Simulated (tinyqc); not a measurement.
Pariser-Parr-Pople SCF with singles CI, for the molecule C1=CC=C1 (SMILES; centres numbered as the heavy atoms are written), step by step. One step of it, computed by the program tinyqc.

Task: Iteration 1: orbitals and new P. Diagonalise F (the basis is taken as orthonormal) and form P = 2 sum c c over the lowest orbitals; 0.3 of the old P is kept.

F (eV), order 1C, 2C, 3C, 4C:
```
[[-5.958651, -3.726349, 1.099623, -3.726349],
 [-3.726349, -5.231349, -3.726349, -1.099623],
 [1.099623, -3.726349, -5.958651, -3.726349],
 [-3.726349, -1.099623, -3.726349, -5.231349]]
```

pi electrons, sum of z_r less the charge = 4

P at the start, order 1C, 2C, 3C, 4C:
```
[[1.500000, 0.500000, -0.500000, 0.500000],
 [0.500000, 0.500000, 0.500000, 0.500000],
 [-0.500000, 0.500000, 1.500000, 0.500000],
 [0.500000, 0.500000, 0.500000, 0.500000]]
```

Give: orbital energies; P after iteration 1.

Result:

orbital energies (eV): [-13.0839, -7.0583, -4.1317, 1.8939]

P after iteration 1, order 1C, 2C, 3C, 4C:
```
[[1.4656, 0.4983, -0.5344, 0.4983],
 [0.4983, 0.5344, 0.4983, 0.5344],
 [-0.5344, 0.4983, 1.4656, 0.4983],
 [0.4983, 0.5344, 0.4983, 0.5344]]
```
